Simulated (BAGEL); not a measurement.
# One shape, several levels: doublet [SiH2F2]+

Wanted: a comparison of 5 runs (UHF/STO-3G, ROHF/6-31G*, UHF/6-31G*, ROHF/aug-cc-pVDZ, UHF/aug-cc-pVDZ) of doublet [SiH2F2]+. 

Program for the calculation: BAGEL 1.2.2.

2 further runs of the same task are left out: 2 set aside as unsound or not needed.

### Step 1. The molecule

[SiH2F2]+: 5 atoms, total charge +1, spin state doublet. SMILES of the parent species: `F[SiH2]F`. The shape is that of a PBE0-D4/def2-TZVP optimisation. That shape belongs to the parent species and isn't relaxed for this state.

Bond lengths: F1–Si2 1.586 Å, Si2–F3 1.586 Å, Si2–H4 1.474 Å, Si2–H5 1.474 Å. Angles: F1–Si2–F3 108.0°, F1–Si2–H4 108.5°, F1–Si2–H5 108.5°, F3–Si2–H4 108.5°, F3–Si2–H5 108.5°, H4–Si2–H5 114.6°.

### Step 2. The energy at UHF/STO-3G (density fitting with cc-pvqz-jkfit) (run 1)

calc.json

```json
{ "bagel" : [

{
  "title" : "molecule",
  "basis" : "sto-3g",
  "df_basis" : "cc-pvqz-jkfit",
  "angstrom" : "true",
  "geometry" : [
    { "atom" : "F", "xyz" : [   -1.079010,    0.538200,    0.980720 ] },
    { "atom" : "Si", "xyz" : [   -0.005220,   -0.000540,   -0.054090 ] },
    { "atom" : "F", "xyz" : [    1.247630,   -0.520590,    0.766910 ] },
    { "atom" : "H", "xyz" : [   -0.590470,   -1.138740,   -0.786300 ] },
    { "atom" : "H", "xyz" : [    0.427070,    1.121680,   -0.907250 ] }
  ]
},
{
  "title" : "uhf",
  "charge" : 1,
  "nopen" : 1
},
{
  "title" : "print",
  "file" : "orbitals.molden",
  "orbitals" : "true"
}

]}
```

Command:

```sh
$ BAGEL_NUM_THREADS=1 BAGEL calc.json > calc.out
```

Standard output:

```text
* using 1 threads per process

  ===============================================================
  ===============================================================

  *** Geometry ***

  { "atom" : "F", "xyz" : [     -2.039033,      1.017051,      1.853292 ] },
  { "atom" : "Si", "xyz" : [     -0.009864,     -0.001020,     -0.102215 ] },
  { "atom" : "F", "xyz" : [      2.357679,     -0.983773,      1.449250 ] },
  { "atom" : "H", "xyz" : [     -1.115827,     -2.151907,     -1.485892 ] },
  { "atom" : "H", "xyz" : [      0.807045,      2.119668,     -1.714454 ] },

  Number of auxiliary basis functions:      462

  Since a DF basis is specified, we compute 2- and 3-index integrals:
    o Being stored without compression. Storage requirement is 0.002 GB

  Number of basis functions:       21
  Number of electrons      :       34

    * METHOD: MOLECULE                             0.12

  *** Open-shell HF ***

  === Nuclear Repulsion ===
   118.7419306934

      * DIIS with orbital gradients will be used.

  === UHF iteration (sto-3g) ===
      0       -482.36846599          0.04974902           0.02
      1       -482.48630500          0.01787138           0.02
      2       -482.49908514          0.00468942           0.02
[... 24 lines of this table left out ...]
     27       -482.50292519          0.00000000           0.02
    * SCF iteration converged.

    * S^2 (UHF) is 0.7850

    * Permanent dipole moment:
           (    0.113617,     0.011830,     1.177535) a.u.

    * METHOD: UHF                                  0.57

    * METHOD: PRINT                                0.00

  ===============================================================
```

Wall time 0.84 s (1 thread of Arm Neoverse V2, shared host).

### Step 3. A single-point energy at ROHF/6-31G(d) (density fitting with cc-pvqz-jkfit, spherical functions) (run 2)

calc.json

```json
{ "bagel": [

{
  "title": "molecule",
  "basis": "6-31gs.json",
  "df_basis": "cc-pvqz-jkfit",
  "angstrom": true,
  "geometry": [
    { "atom": "F", "xyz": [   -1.079010,    0.538200,    0.980720 ] },
    { "atom": "Si", "xyz": [   -0.005220,   -0.000540,   -0.054090 ] },
    { "atom": "F", "xyz": [    1.247630,   -0.520590,    0.766910 ] },
    { "atom": "H", "xyz": [   -0.590470,   -1.138740,   -0.786300 ] },
    { "atom": "H", "xyz": [    0.427070,    1.121680,   -0.907250 ] }
  ]
},
{ "title": "rohf", "charge": 1, "nopen": 1 },
{ "title": "print", "file": "orbitals.molden", "orbitals": true }

]}
```

The basis set 6-31G* is read from a file made from the Basis Set Exchange's data (not shown).

Command:

```sh
$ BAGEL_NUM_THREADS=1 BAGEL calc.json > calc.out
```

Standard output:

```text
* using 1 threads per process

  ===============================================================
  ===============================================================

  *** Geometry ***

  { "atom" : "F", "xyz" : [     -2.039033,      1.017051,      1.853292 ] },
  { "atom" : "Si", "xyz" : [     -0.009864,     -0.001020,     -0.102215 ] },
  { "atom" : "F", "xyz" : [      2.357679,     -0.983773,      1.449250 ] },
  { "atom" : "H", "xyz" : [     -1.115827,     -2.151907,     -1.485892 ] },
  { "atom" : "H", "xyz" : [      0.807045,      2.119668,     -1.714454 ] },

  Number of auxiliary basis functions:      462

  Since a DF basis is specified, we compute 2- and 3-index integrals:
    o Being stored without compression. Storage requirement is 0.009 GB

  Number of basis functions:       50
  Number of electrons      :       34

    * METHOD: MOLECULE                             0.15

  *** Open-shell HF ***

  === Nuclear Repulsion ===
   118.7419306934

      * DIIS with orbital gradients will be used.

  === ROHF iteration (6-31gs.json) ===
      0       -488.35072919          0.06945034           0.05
      1       -488.49227713          0.04928737           0.05
      2       -488.55041018          0.03291821           0.05
[... 20 lines of this table left out ...]
     23       -488.59900762          0.00000001           0.05
    * SCF iteration converged.

    * S^2 (ROHF) is 0.7500

    * Permanent dipole moment:
           (    0.215850,     0.022423,     2.237565) a.u.

    * METHOD: ROHF                                 1.31

    * METHOD: PRINT                                0.00

  ===============================================================
```

It took 1.6 s on 1 thread of Arm Neoverse V2, shared host.

### Step 4. A single-point energy at UHF/6-31G(d) (density fitting with cc-pvqz-jkfit, spherical functions) (run 3)

job.json

```json
{ "bagel": [

{
  "title": "molecule",
  "basis": "6-31gs.json",
  "df_basis": "cc-pvqz-jkfit",
  "angstrom": true,
  "geometry": [
    { "atom": "F", "xyz": [   -1.079010,    0.538200,    0.980720 ] },
    { "atom": "Si", "xyz": [   -0.005220,   -0.000540,   -0.054090 ] },
    { "atom": "F", "xyz": [    1.247630,   -0.520590,    0.766910 ] },
    { "atom": "H", "xyz": [   -0.590470,   -1.138740,   -0.786300 ] },
    { "atom": "H", "xyz": [    0.427070,    1.121680,   -0.907250 ] }
  ]
},
{
  "title": "uhf",
  "charge": 1,
  "nopen": 1
},
{
  "title": "print",
  "file": "orbitals.molden",
  "orbitals": true
}

]}
```

The basis set 6-31G* is read from a file made from the Basis Set Exchange's data (not shown).

Command:

```sh
$ BAGEL_NUM_THREADS=1 BAGEL job.json > job.out
```

Standard output:

```text
* using 1 threads per process

  ===============================================================
  ===============================================================

  *** Geometry ***

  { "atom" : "F", "xyz" : [     -2.039033,      1.017051,      1.853292 ] },
  { "atom" : "Si", "xyz" : [     -0.009864,     -0.001020,     -0.102215 ] },
  { "atom" : "F", "xyz" : [      2.357679,     -0.983773,      1.449250 ] },
  { "atom" : "H", "xyz" : [     -1.115827,     -2.151907,     -1.485892 ] },
  { "atom" : "H", "xyz" : [      0.807045,      2.119668,     -1.714454 ] },

  Number of auxiliary basis functions:      462

  Since a DF basis is specified, we compute 2- and 3-index integrals:
    o Being stored without compression. Storage requirement is 0.009 GB

  Number of basis functions:       50
  Number of electrons      :       34

    * METHOD: MOLECULE                             0.15

  *** Open-shell HF ***

  === Nuclear Repulsion ===
   118.7419306934

      * DIIS with orbital gradients will be used.

  === UHF iteration (6-31gs.json) ===
      0       -488.35072919          0.06945034           0.05
      1       -488.50057385          0.04911925           0.05
      2       -488.56158175          0.03264871           0.05
[... 12 lines of this table left out ...]
     15       -488.61026325          0.00000001           0.05
    * SCF iteration converged.

    * S^2 (UHF) is 0.7959

    * Permanent dipole moment:
           (    0.214123,     0.022372,     2.219028) a.u.

    * METHOD: UHF                                  0.89

    * METHOD: PRINT                                0.00

  ===============================================================
```

Wall time 1.2 s (1 thread of Arm Neoverse V2, shared host).

Run 4 isn't shown in full; the table further down has it.

### Step 5. The energy at UHF/aug-cc-pVDZ (density fitting with cc-pvqz-jkfit) (run 5)

hf.json

```json
{ "bagel": [

{
  "title": "molecule",
  "basis": "aug-cc-pvdz.json",
  "df_basis": "cc-pvqz-jkfit",
  "angstrom": "true",
  "geometry": [
    { "atom": "F", "xyz": [   -1.079010,    0.538200,    0.980720 ] },
    { "atom": "Si", "xyz": [   -0.005220,   -0.000540,   -0.054090 ] },
    { "atom": "F", "xyz": [    1.247630,   -0.520590,    0.766910 ] },
    { "atom": "H", "xyz": [   -0.590470,   -1.138740,   -0.786300 ] },
    { "atom": "H", "xyz": [    0.427070,    1.121680,   -0.907250 ] }
  ]
},
{
  "title": "uhf",
  "charge": 1,
  "nopen": 1
},
{
  "title": "print",
  "file": "orbitals.molden",
  "orbitals": "true"
}

]}
```

The basis set aug-cc-pVDZ is read from a file made from the Basis Set Exchange's data (not shown).

Command:

```sh
$ BAGEL_NUM_THREADS=1 BAGEL hf.json > hf.out
```

Standard output:

```text
* using 1 threads per process

  ===============================================================
  ===============================================================

  *** Geometry ***

  { "atom" : "F", "xyz" : [     -2.039033,      1.017051,      1.853292 ] },
  { "atom" : "Si", "xyz" : [     -0.009864,     -0.001020,     -0.102215 ] },
  { "atom" : "F", "xyz" : [      2.357679,     -0.983773,      1.449250 ] },
  { "atom" : "H", "xyz" : [     -1.115827,     -2.151907,     -1.485892 ] },
  { "atom" : "H", "xyz" : [      0.807045,      2.119668,     -1.714454 ] },

  Number of auxiliary basis functions:      462

  Since a DF basis is specified, we compute 2- and 3-index integrals:
    o Being stored without compression. Storage requirement is 0.031 GB

  Number of basis functions:       91
  Number of electrons      :       34

    * METHOD: MOLECULE                             0.18

  *** Open-shell HF ***

  === Nuclear Repulsion ===
   118.7419306934

      * DIIS with orbital gradients will be used.

  === UHF iteration (aug-cc-pvdz.json) ===
      0       -488.30299437          0.04644402           0.11
      1       -488.47958908          0.03583202           0.11
      2       -488.57111944          0.02185215           0.11
[... 12 lines of this table left out ...]
     15       -488.65188794          0.00000001           0.11
    * SCF iteration converged.

    * S^2 (UHF) is 0.8018

    * Permanent dipole moment:
           (    0.210781,     0.022022,     2.184382) a.u.

    * METHOD: UHF                                  1.81

    * METHOD: PRINT                                0.01

  ===============================================================
```

Wall time 2.2 s (1 thread of Arm Neoverse V2, shared host); peak memory 0.1 GiB.

### Step 6. The series

| run | level | energy (Eh) | ⟨S²⟩ | wall time |
| --- | --- | --- | --- | --- |
| 1 | UHF/STO-3G (density fitting with cc-pvqz-jkfit) | -482.502925 | 0.785 | 0.84 s |
| 2 | ROHF/6-31G* (density fitting with cc-pvqz-jkfit, spherical functions) | -488.599008 | 0.750 | 1.6 s |
| 3 | UHF/6-31G* (density fitting with cc-pvqz-jkfit, spherical functions) | -488.610263 | 0.796 | 1.2 s |
| 4 | ROHF/aug-cc-pVDZ (density fitting with cc-pvqz-jkfit) | -488.639471 | 0.750 | 2.8 s |
| 5 | UHF/aug-cc-pVDZ (density fitting with cc-pvqz-jkfit) | -488.651888 | 0.802 | 2.2 s |

### Step 7. Outcome

| quantity | value |
| --- | --- |
| run 5: total energy | -488.65189 Eh |
| run 5: ⟨S²⟩ | 0.802 |

In run 1 the basis is minimal, so the values are rough. All runs together took 8.6 s, the longest 2.8 s.
